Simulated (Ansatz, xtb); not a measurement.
# Loss of H2: C2H5Al → C2H3Al + H2

Species: C2H5Al `C=[CH][AlH2]`, singlet; C2H3Al (ethynylalumane) `C#[C][AlH2]`, singlet; H2 (hydrogen), singlet. 

Shapes, held fixed at every level: PBE0-D4/def2-TZVP. Programs: Ansatz 0.2.0, xtb 6.7.1. The zero-point and thermal change to 298 K, harmonic and unscaled (PBE0-D4/def2-TZVP), is -26.5 kJ/mol.

Estimate ΔH(298 K) of this reaction.

The highest level, CCSD(T)/CBS estimate, gives ΔH(298 K) = +122.8 kJ/mol; the levels span -121.7 to +146.7. They disagree on the sign: 8 of 9 are positive. GFN0-xTB strays far from the other rows. The column of differences is taken from that level and isn't an error. No measured value is set beside it here. The CBS estimate extrapolates MP2 from def2-TZVPP and def2-QZVPP and adds CCSD(T) − MP2 in the triple-zeta set, cores frozen; for H2 it overshoots the exact energy by about 1 mEh. Times are processor times on shared x86 and Arm servers, and rough.

```tsv
level	kind	ΔH(298 K) (kJ/mol)	less CCSD(T)/CBS estimate	CPU time (sum over the molecules)
GFN0-xTB	semi-empirical	-121.7	-244.5	0.088 s
HF/def2-SVP	Hartree–Fock	+138.7	+15.9	–
B3LYP-D4/def2-TZVPP	global hybrid	+129.6	+6.8	12 s
r2SCAN0-D4/def2-TZVPP	global hybrid	+146.7	+23.9	18 s
wB97M-V/def2-TZVPP	range-separated hybrid	+132.6	+9.8	39 s
wB97X-V/def2-TZVPP	range-separated hybrid	+141.0	+18.2	29 s
MP2/def2-TZVPP	perturbation theory	+114.6	-8.2	–
CCSD(T)/def2-SVP	coupled cluster or CI	+133.2	+10.4	4.7 s
CCSD(T)/CBS estimate	coupled cluster or CI	+122.8	0.0	2.1 min
```
